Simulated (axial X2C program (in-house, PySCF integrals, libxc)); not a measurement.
**Low determinants of BS⁻ at the PBE0 level, two-component**

All values were computed with an axial X2C code built on PySCF integrals. Two-component (2c) means X2C with spin–orbit coupling and atomic mean-field two-electron Coulomb and Gaunt terms. Basis: S dyall-av3z [9s8p3d2f], B dyall-av3z [8s7p3d2f] (cores contracted in-house); Gaussian nuclei, density fitting, unrestricted open shells. Masses: S 31.972 u, B 11.009 u.

Search at 1.720 Å (vertical energies from the lowest determinant):

```tsv
ΔE (eV)	state	electrons beyond evenly filled partner blocks	electrons in ±ω = 1/2, 3/2, 5/2, 7/2
0.00	Ω = 0	none	18 4 0 0
2.34	Ω = 2	ω = 1/2, ω = 3/2	17 5 0 0
2.75	Ω = 1	2 × ω = 1/2	18 4 0 0
2.75	Ω = 1	ω = -1/2, ω = 3/2	17 5 0 0
4.54	Ω = 1	ω = -1/2, ω = 3/2	19 3 0 0
4.54	Ω = 3	2 × ω = 3/2	18 4 0 0
4.84	Ω = 2	ω = 1/2, ω = 3/2	19 3 0 0
```

Lowest determinant, Ω = 0 (closed shell): Re = 1.687 Å, ωe = 1000.3 cm⁻¹.

The determinant in row 2 of the search, Ω = 2 (⟨Sz⟩ = 1.00, ⟨Lz⟩ = 1.00 at PBE0), was followed along the bond at PBE0; measured from the minimum of the lowest determinant it gives:

Te = 2.336 eV (18843 cm⁻¹), Re = 1.678 Å, ωe = 920.0 cm⁻¹.

(1) Compare the bond of the determinant in row 2 with that of the lowest one.

The search compares states at one distance, so a state with another bond length can lie lower; it is not exhaustive and yields mostly the lowest determinant of each block pattern, so other components and higher states of one pattern are missing. These are energies of single determinants, not of spin-adapted states; PBE0 term energies can be off by some tenths of an eV, and the functional has no current term. Open-shell Ω = 0 determinants with evenly filled partner blocks cannot be reached by this program, so the Ω shown need not be the lowest component. For an anion, determinants above electron detachment are held by the basis set. The highest occupied level of some functionals is positive through self-interaction error; at Hartree–Fock it is bound. Row 2 has a positive highest level at its minimum.

## Answers

(1) At PBE0 its Re is 0.009 Å shorter and its force constant, which goes as ωe², is 0.85 times that of the lowest determinant. T0 ≈ Te + Δωe/2 = 18843 + (-40) = 18803 cm⁻¹.
